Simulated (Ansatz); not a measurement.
We consider graphite, described by PBE0 (Ansatz, a program for electronic structure, plane waves, PAW).

Numerical settings: plane-wave cutoff 460 eV, 12×12×4 k mesh (along the axes of the cell as run), Fermi–Dirac smearing 0.05 eV, scalar-relativistic PAW data made under PBE.

Computed at the level's own relaxed cell.

**Question.** Predict the equilibrium lattice constant a and c axis length.

**Answer.** 
- equilibrium lattice constant a: 2.450 Å
- c axis length: 7.972 Å

Measured, for comparison: lattice constant a 2.461 Å (300 K, not corrected to a static lattice, our sources range from 2.456 to 2.461; as tabulated in Wikipedia's data pages); lattice parameter c 6.67 Å (low temperature, zero-point motion not removed; as tabulated in Berland et al. (2010), arXiv:1007.3305). Computed (rounded) less measured: lattice constant a -0.4 % (-0.2 % to -0.4 % over the range), lattice parameter c +19.5 %. A static lattice is as a rule a little smaller and stiffer than an uncorrected measurement, which narrows the difference in the lattice constant a and would widen misses of the other sign.

Note: the cell comes from a level without a dispersion term, which matters for the spacing of layers, chains or molecules.

The computed numbers hold no vibrational or temperature effects.

Computing time: around 22 core-minutes (rough).
